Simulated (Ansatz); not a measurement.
Computed with Ansatz on PBE0-D4/def2-TZVP structures; ΔE is electronic, products minus reactants. CCSD(T)/CBS is extrapolated from def2-TZVPP and def2-QZVPP, frozen cores. DFT in def2-TZVPP. Open shells (•) are unrestricted, without spin–orbit coupling.

Consider the homolysis of the B–O bond: `BO` → `[BH2]`• + `[OH]`•.

`BO`:

Z-matrix (Å, degrees):
```
B
O 1 1.348
H 1 1.196 2 116.8
H 1 1.202 2 120.7 3 -180.0
H 2 0.961 1 113.5 3 180.0
```

`[BH2]`•:

Z-matrix (Å, degrees):
```
B
H 1 1.191
H 1 1.191 2 129.5
```

`[OH]`•:

Z-matrix (Å, degrees):
```
O
H 1 0.973
```

CCSD(T)/CBS gives +660.5 kJ/mol.

(1) Another level gave +656.0 kJ/mol. Which?
A. revPBE/def2-TZVPP
B. CAM-B3LYP-D4/def2-TZVPP
C. RPA@PBE/def2-TZVPP
D. PBE0-D4/def2-TZVPP

(2) What do rigid-rotor, harmonic-oscillator terms from PBE0-D4/def2-TZVP frequencies (298.15 K, 1 bar) make of the CCSD(T)/CBS value? (An estimate is asked.)

Largest T1 diagnostic among the species: 0.014.

Answers

(1) B. CAM-B3LYP-D4 656.0, revPBE 633.9, PBE0-D4 648.2, RPA@PBE/def2-TZVPP 615.4 kJ/mol.

(2) Ansatz gave: ΔZPE = -32.8 kJ/mol, ΔH = +636.0 kJ/mol, ΔS = 148 J/(mol·K), ΔG = +592.0 kJ/mol. Open shells count their whole term as degenerate.

From PBE to PBE0 (25 % exact exchange), in def2-TZVPP and without D4, ΔE moves by −17.1 kJ/mol: exact exchange takes away binding that semilocal exchange gives to molecules. In def2-TZVPP, CCSD(T) changes the Hartree–Fock value by +153.8 kJ/mol (the triples alone add +12.8 kJ/mol) and MP2 by +181.7 kJ/mol; breaking electron pairs costs correlation energy, which Hartree–Fock lacks.
